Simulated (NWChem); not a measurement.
System: trimethylamine (C3H9N); SMILES CN(C)C

```xyz
13

C      0.3907    -1.3259     0.0552
N      0.0000     0.0000    -0.3436
C      0.9530     1.0013     0.0552
C     -1.3436     0.3246     0.0552
H      0.4314    -1.4633     1.1617
H      1.3883    -1.5653    -0.3456
H     -0.3180    -2.0679    -0.3453
H      1.0515     1.1052     1.1617
H      0.6614     1.9849    -0.3456
H      1.9499     0.7586    -0.3453
H     -1.4829     0.3581     1.1617
H     -1.6319     1.3094    -0.3453
H     -2.0497    -0.4197    -0.3456
```
Atoms are numbered in this order, from 1.

Program: NWChem. Structure relaxed at the PBE0/def2-SVP level.

For level LDA (Slater exchange, VWN5)/def2-TZVP:

highest occupied level (eV): -4.81
orbital gap (eV): 4.98
dipole (D): 0.32

Estimate the same quantities for level Hartree-Fock/def2-TZVP.


- highest occupied level (eV) = -9.49
- orbital gap (eV) = 13.17
- dipole (D) = 0.54
